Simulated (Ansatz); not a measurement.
**A workflow on S2 (sulfur dimer)**

Wanted: a series of 28 runs (UHSE06/def2-SV(P), CASSCF(4,4)/def2-SV(P), UCCSD/def2-SV(P), RPA@PBE/def2-SV(P)) of S2. 

The results are computed with Ansatz 0.2.0.

1 further run of the same task is left out (set aside as unsound or not needed).

### Step 1. The system as given

The species is S2 (2 atoms), meant as a triplet with charge 0. SMILES: `S=S`. The S2–S1 distance was set to 1.700 Å, away from the relaxed value.

Bond lengths: S1–S2 1.700 Å.

### Step 2. The energy at UHSE06/def2-SV(P) (run 1)

File in.yaml:

```yaml
crystal:
  periodic: [false, false, false]
  atoms:
    - {symbol: S, position_ang: [0.000000, 0.000000, 0.188900]}
    - {symbol: S, position_ang: [0.000000, 0.000000, 1.889200]}
basis:
  gaussian:
    orbitals: def2-SV_P_.json
magnetization:
  spin_polarized: true
  initial_magnetization: 2
hamiltonian:
  xc: {name: HSE06}
```

The basis set def2-SV(P) is read from a file made from the Basis Set Exchange's data (not shown).

The run is started by

```console
ansatz run in.yaml --threads 1 --pin off --max-ram 2610MiB --events-out events.jsonl --progress --plain --runs-dir runs
```

Output:

```text
Warning: RAYON_NUM_THREADS=1 ignored (pool sized by the plan → 1); use --threads N
Functional definition: HSE06
  name "HSE06"
  parameter a = 0.25
  parameter omega = 0.11/bohr
  exchange = pbe_x - a*pbe_x_sr(omega) + a*exact_x_sr(omega)
  correlation = pbe_c
320 factors; integrals over basis functions are off by at most 1.6e-3 eV
27 factors; integrals over basis functions are off by at most 2.3e-6 eV
mean field evaluation 1: about -21654.3130 eV, gradient 4.8e0 eV
mean field evaluation 2: about -21654.4146 eV, gradient 3.1e0 eV
mean field evaluation 4: about -21654.4665 eV, gradient 1.3e-1 eV
mean field evaluation 8: about -21654.4682 eV, gradient 1.2e-3 eV
mean field -21654.46818074 eV, -795.7870277166 hartree, gradient 6.3e-6 eV, S^2 2.005351; 0 other end points of the search recorded, 0 dependent functions left out
reference -21654.46819321 eV, -795.7870281747 hartree; 17, 15 occupied and 19, 21 virtual orbitals, 320 factors
Total energy: -21654.46819321 eV, -795.7870281747 hartree
```

It took 0.78 s on 1 thread of Arm Neoverse V1, shared host.

### Step 3. The distorted shape: energy and forces at UHSE06/def2-SV(P) (run 2)

File molecule.yaml:

```yaml
crystal:
  periodic: [false, false, false]
  atoms:
    - {symbol: S, position_ang: [0.000000, 0.000000, 0.094500]}
    - {symbol: S, position_ang: [0.000000, 0.000000, 1.889200]}
basis:
  gaussian: {orbitals: def2-SV_P_.json}
magnetization: {spin_polarized: true, initial_magnetization: 2}
hamiltonian: {xc: {name: HSE06}}
output: {forces: true}
```

The basis set def2-SV(P) is read from a file made from the Basis Set Exchange's data (not shown).

The run is started by

```console
ansatz run molecule.yaml --threads 1 --pin off --max-ram 2610MiB --events-out events.jsonl --progress --plain --runs-dir runs
```

Output, cut to the lines that bear on the results:

```text
Warning: RAYON_NUM_THREADS=1 ignored (pool sized by the plan → 1); use --threads N
Functional definition: HSE06
  name "HSE06"
[...]
322 factors; integrals over basis functions are off by at most 7.8e-4 eV
27 factors; integrals over basis functions are off by at most 2.3e-6 eV
[...]
mean field -21655.20247916 eV, -795.8140126857 hartree, gradient 6.2e-6 eV, S^2 2.005214; 0 other end points of the search recorded, 0 dependent functions left out
[...]
reference -21655.20249167 eV, -795.8140131453 hartree; 17, 15 occupied and 19, 21 virtual orbitals, 322 factors
Total energy: -21655.20249167 eV, -795.8140131453 hartree
Atom 0 at     0.000000     0.000000     0.094500 Å, force    -0.000000    -0.000000    -4.755472 eV/Å
Atom 1 at     0.000000     0.000000     1.889200 Å, force     0.000000     0.000000     4.755472 eV/Å
Dipole moment:    -0.000000    -0.000000    -0.000000 e Å
```

Wall time 0.95 s (1 thread of Arm Neoverse V1, shared host).

Runs 3 to 27 aren't shown in full; the table further down has their settings and results.

### Step 4. The distorted shape: the energy at RPA@PBE/def2-SV(P) (run 28)

File run.yaml:

```yaml
crystal:
  periodic: [false, false, false]
  atoms:
    - {symbol: S, position_ang: [0.000000, 0.000000, -0.566800]}
    - {symbol: S, position_ang: [0.000000, 0.000000, 1.889200]}
basis:
  gaussian:
    orbitals: def2-SV_P_.json
magnetization:
  spin_polarized: true
  initial_magnetization: 2
hamiltonian:
  xc: {name: PBE}
correlation:
  method: rpa
```

The basis set def2-SV(P) is read from a file made from the Basis Set Exchange's data (not shown).

The run is started by

```console
ansatz run run.yaml --threads 1 --pin off --max-ram 2610MiB --events-out events.jsonl --progress --plain --runs-dir runs
```

Output:

```text
Warning: RAYON_NUM_THREADS=1 ignored (pool sized by the plan → 1); use --threads N
Functional definition: PBE
  name "PBE"
  parameter kappa = 0.804
  parameter beta = 0.06672455060314922
  exchange = pbe_x(kappa = kappa, mu = beta*pi^2/3)
  correlation = pbe_c(beta = beta)
321 factors; integrals over basis functions are off by at most 8.0e-4 eV
mean field evaluation 1: about -21652.4332 eV, gradient 2.6e0 eV
mean field evaluation 2: about -21652.4320 eV, gradient 2.6e0 eV
mean field evaluation 4: about -21652.4812 eV, gradient 2.0e-1 eV
mean field evaluation 8: about -21652.4811 eV, gradient 1.6e-1 eV
mean field evaluation 16: about -21651.0164 eV, gradient 1.8e0 eV
mean field -21652.48132871 eV, -795.7140122510 hartree, gradient 4.9e-7 eV, S^2 2.001441; 0 other end points of the search recorded, 0 dependent functions left out
10 core orbitals not correlated: weight in the atoms' cores, before any rotation towards them, 1.000 or more for the frozen orbitals, at most 0.000 for the correlated occupied ones
reference -21624.16342186 eV, -794.6733483691 hartree; 7, 5 occupied and 19, 21 virtual orbitals, 321 factors
Total energy: -21636.53668601 eV, -795.1280574397 hartree
```

Run time: 0.77 s. Hardware: 1 thread of Arm Neoverse V1, shared host.

### Step 5. Overview of the runs

```
run                   level      task  orbitals optimised  bond length  energy (Eh)   ⟨S²⟩  wall time
  1       UHSE06/def2-SV(P)    energy                   –       1.7003  -795.787028  2.005     0.78 s
  2       UHSE06/def2-SV(P)  gradient                   –       1.7947  -795.814013  2.005     0.95 s
  3       UHSE06/def2-SV(P)    energy                   –       1.8892  -795.822665  2.005     0.81 s
  4       UHSE06/def2-SV(P)  gradient                   –       1.9837  -795.819572  2.005     0.95 s
  5       UHSE06/def2-SV(P)    energy                   –       2.0781  -795.809278  2.005     0.83 s
  6       UHSE06/def2-SV(P)  gradient                   –        2.267  -795.778212  2.004      1.1 s
  7       UHSE06/def2-SV(P)  gradient                   –        2.456  -795.743073  2.004      1.7 s
  8  CASSCF(4,4)/def2-SV(P)    energy                 yes       1.7003  -794.770844      –      1.8 s
  9  CASSCF(4,4)/def2-SV(P)    energy                 yes       1.7947  -794.794582      –      1.1 s
 10  CASSCF(4,4)/def2-SV(P)    energy                 yes       1.8892  -794.801781      –      0.7 s
 11  CASSCF(4,4)/def2-SV(P)  gradient                 yes       1.9837  -794.798198      –      1.5 s
 12  CASSCF(4,4)/def2-SV(P)    energy                 yes       2.0781  -794.791699      –      1.1 s
 13  CASSCF(4,4)/def2-SV(P)  gradient                 yes        2.267  -794.775909      –      1.4 s
 14  CASSCF(4,4)/def2-SV(P)    energy                 yes        2.456  -794.760361      –      1.4 s
 15        UCCSD/def2-SV(P)    energy                   –       1.7003  -795.020471  2.026     0.38 s
 16        UCCSD/def2-SV(P)    energy                   –       1.7947  -795.048520  2.026     0.68 s
 17        UCCSD/def2-SV(P)    energy                   –       1.8892  -795.057862  2.026     0.68 s
 18        UCCSD/def2-SV(P)  gradient                   –       1.9837  -795.055320  2.026      1.6 s
 19        UCCSD/def2-SV(P)  gradient                   –       2.0781  -795.045587  2.025      1.7 s
 20        UCCSD/def2-SV(P)    energy                   –        2.267  -795.015944  2.024      2.9 s
 21        UCCSD/def2-SV(P)    energy                   –        2.456  -794.984765  2.275      7.5 s
 22      RPA@PBE/def2-SV(P)    energy                   –       1.7003  -795.136837  2.002      0.7 s
 23      RPA@PBE/def2-SV(P)    energy                   –       1.7947  -795.167894  2.002     0.71 s
 24      RPA@PBE/def2-SV(P)    energy                   –       1.8892  -795.180463  2.002     0.71 s
 25      RPA@PBE/def2-SV(P)    energy                   –       1.9837  -795.181338  2.002     0.72 s
 26      RPA@PBE/def2-SV(P)    energy                   –       2.0781  -795.175185  2.002      0.7 s
 27      RPA@PBE/def2-SV(P)    energy                   –        2.267  -795.153171  2.002     0.75 s
 28      RPA@PBE/def2-SV(P)    energy                   –        2.456  -795.128057  2.001     0.77 s
```

### Step 6. Results

```
                                                  quantity          value
                     distorted shape, run 28: total energy  -795.12806 Eh
 distorted shape, run 28: RPA correlation energy (valence)     -454.7 mEh
distorted shape, run 28: ⟨S²⟩ of the reference determinant          2.001
```

Spin contamination of the reference: run 21 ⟨S²⟩ = 2.28. All runs together took 37 s, the longest 7.5 s.
